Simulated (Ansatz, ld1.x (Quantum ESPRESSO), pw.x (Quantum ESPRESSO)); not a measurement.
**What a changed setting does to a pw.x run (sc Os)**

Potential: norm-conserving Troullier–Martins (Kleinman–Bylander form), ld1.x (Quantum ESPRESSO) 7.5, PBEsol; core [Xe] 4f14, reference 5d6 6s2 6p0; waves: 6p (bound, empty): rc 3.90 bohr; 5d (bound): rc 2.50 bohr; 5f channel at 0.05 Ry: rc 3.00 bohr; 6s (bound): rc 1.90 bohr; local part: the s channel; core correction: a·sin(br)/r model core, default radius (core density twice the valence density).

The reference run (k-mesh 13³, cutoffs 75/300 Ry, Fermi–Dirac 0.01 Ry, mixing_beta 0.4, conv_thr 1e-9, no spin) gives 2.52 GPa at 16.223 Å³/atom, where all-electron LAPW gives -0.01 GPa. This run, with its own iteration cap, changes mixing_mode to local-TF.

```
&control
  calculation='scf', prefix='x', pseudo_dir='./', outdir='./tmp', tstress=.true., disk_io='none'
/
&system
  ibrav=0, nat=1, ntyp=1, ecutwfc=75, ecutrho=300, nbnd=11,
  occupations='smearing', smearing='fd', degauss=0.01
/
&electrons
  conv_thr=1e-09, mixing_beta=0.4, electron_maxstep=50, mixing_mode='local-TF'
/
ATOMIC_SPECIES
Os 1.0 Os.UPF
CELL_PARAMETERS angstrom
  2.53149490 0.00000000 0.00000000
  0.00000000 2.53149490 0.00000000
  0.00000000 0.00000000 2.53149490
ATOMIC_POSITIONS crystal
Os 0.0000 0.0000 0.0000
K_POINTS automatic
13 13 13 0 0 0
```

```bash
pw.x < Os.scf.in > Os.scf.out
```

How does the run end?

It converges in 8 iterations; the free energy moves by +0.0 meV/atom and the pressure by +0.00 GPa. The result is that of the reference run.

```
Message from routine setup:
     using ibrav=0 with symmetry is DISCOURAGED, use correct ibrav instead
     lattice parameter (alat)  =       4.7838  a.u.
     unit-cell volume          =     109.4782 (a.u.)^3
     number of electrons       =         8.00
     number of Kohn-Sham states=           11
     kinetic-energy cutoff     =      75.0000  Ry
     charge density cutoff     =     300.0000  Ry
     scf convergence threshold =      1.0E-09
     Exchange-correlation= PBESOL
     number of k points=    84  Fermi-Dirac smearing, width (Ry)=  0.0100
     iteration #  1     ecut=    75.00 Ry     beta= 0.40
     total energy              =     -45.74702372 Ry
     estimated scf accuracy    <       0.00988081 Ry
     iteration #  2     ecut=    75.00 Ry     beta= 0.40
     total energy              =     -45.74518574 Ry
     estimated scf accuracy    <       0.00381447 Ry
     iteration #  3     ecut=    75.00 Ry     beta= 0.40
     total energy              =     -45.74577097 Ry
     estimated scf accuracy    <       0.00005764 Ry
     iteration #  4     ecut=    75.00 Ry     beta= 0.40
     total energy              =     -45.74578156 Ry
     estimated scf accuracy    <       0.00001096 Ry
     iteration #  5     ecut=    75.00 Ry     beta= 0.40
     total energy              =     -45.74578297 Ry
     estimated scf accuracy    <       0.00000031 Ry
     iteration #  6     ecut=    75.00 Ry     beta= 0.40
     total energy              =     -45.74578301 Ry
     estimated scf accuracy    <          6.9E-09 Ry
     iteration #  7     ecut=    75.00 Ry     beta= 0.40
     total energy              =     -45.74578302 Ry
     estimated scf accuracy    <          1.2E-09 Ry
     iteration #  8     ecut=    75.00 Ry     beta= 0.40
     the Fermi energy is    15.9856 ev
!    total energy              =     -45.74578302 Ry
     estimated scf accuracy    <          4.7E-12 Ry
     smearing contrib. (-TS)   =      -0.00601069 Ry
     The total energy is F=E-TS. E is the sum of the following terms:
     one-electron contribution =      14.03917665 Ry
     hartree contribution      =       1.72381634 Ry
     xc contribution           =     -23.54427578 Ry
     ewald contribution        =     -37.95848953 Ry
     convergence has been achieved in   8 iterations
          total   stress  (Ry/bohr**3)                   (kbar)     P=       25.21
     Message from routine punch:
     Nothing written, as per user request (disk_io='none')
```

The run took about 11 s on one core of a shared host (Neoverse-V2, 192 threads, 742 GiB, load 112).
